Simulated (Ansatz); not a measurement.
SnBr2 (Pnma, No. 62; cell taken from a computed entry): band gap by level of theory

No measured value is used here.

```tsv
level (code)	value (eV)	cell (Å³/atom)
LDA (Ansatz)	2.01	28.32
PBEsol (Ansatz)	…	30.53
G0W0@PBEsol+SOC (Ansatz)	3.57	33.14
```

### Question
Some entries are withheld; supply them.

### Answer

- PBEsol (Ansatz, an electronic-structure program), value (eV): 2.10

Computed values are for a static lattice. Spin–orbit coupling is included only where a level's name says +SOC; with heavier elements it mostly lowers gaps and can invert bands.  G0W0@PBEsol+SOC: filled d or f shells below the valence bands can shift G0W0 gaps through exchange with them, which wasn't tested here. G0W0@PBEsol+SOC: the correction to the complete basis was taken at k points off the band edges. G0W0@PBEsol+SOC: spin–orbit coupling enters as the shift of the gap found with a semilocal functional. Values are at the level's own relaxed cell; G0W0@PBEsol+SOC at a fixed cell, not relaxed at this level and not confirmed as the measured one. Ansatz's density-functional and Hartree–Fock values are scalar-relativistic unless marked +SOC, with PAW data made under PBE.
